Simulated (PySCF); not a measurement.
phosphine cation (H3P), SMILES P (connectivity only; charge and spin as stated), charge +1, multiplicity 2.

Geometry optimised at PBE-D3(BJ)/def2-TZVPD. The multiplicity is an assumed one; other spin states were not compared.

Computed with TDA-PBE/def2-TZVPD (PySCF 2.14.0).

Vertical excitations; the highest root listed may be one member of a degenerate set. Isolated molecule, no solvent.

```json
[
 {"state": "root 1", "energy (eV)": "5.34", "λ (nm)": "232", "f": "0.002", "main pairs": "β HOMO→LUMO (degenerate set)"},
 {"state": "root 2", "energy (eV)": "5.34", "λ (nm)": "232", "f": "0.002", "main pairs": "β HOMO−1→LUMO (degenerate set)"},
 {"state": "root 3", "energy (eV)": "7.06", "λ (nm)": "176", "f": "0.001", "main pairs": "α HOMO→LUMO 97 %"},
 {"state": "root 4", "energy (eV)": "7.34", "λ (nm)": "169", "f": "0.016", "main pairs": "α HOMO→LUMO+1 (degenerate set)"},
 {"state": "root 5", "energy (eV)": "7.34", "λ (nm)": "169", "f": "0.016", "main pairs": "α HOMO→LUMO+2 (degenerate set)"},
 {"state": "root 6", "energy (eV)": "9.73", "λ (nm)": "127", "f": "0.000", "main pairs": "α HOMO−2→LUMO, α HOMO−1→LUMO+1, α HOMO−2→LUMO+2, β HOMO→LUMO+1, β HOMO−1→LUMO+3, β HOMO→LUMO+2 (degenerate set)"},
 {"state": "root 7", "energy (eV)": "9.73", "λ (nm)": "127", "f": "0.000", "main pairs": "α HOMO−1→LUMO, α HOMO−2→LUMO+1, α HOMO−1→LUMO+2, β HOMO−1→LUMO+1, β HOMO→LUMO+3, β HOMO−1→LUMO+2 (degenerate set)"},
 {"state": "root 8", "energy (eV)": "9.77", "λ (nm)": "127", "f": "0.110", "main pairs": "α HOMO→LUMO+3 72 %, β HOMO−2→LUMO 9 %"},
 {"state": "root 9", "energy (eV)": "9.84", "λ (nm)": "126", "f": "0.041", "main pairs": "α HOMO−1→LUMO+2 23 %, α HOMO−2→LUMO+1 23 %, α HOMO→LUMO+3 22 %, β HOMO−1→LUMO+2 16 %, β HOMO→LUMO+3 16 %"},
 {"state": "root 10", "energy (eV)": "10.19", "λ (nm)": "122", "f": "0.022", "main pairs": "α HOMO→LUMO+4 82 %, β HOMO−1→LUMO+3 8 %, β HOMO→LUMO+2 8 %"}
]
```
Unrestricted roots are not spin-pure.
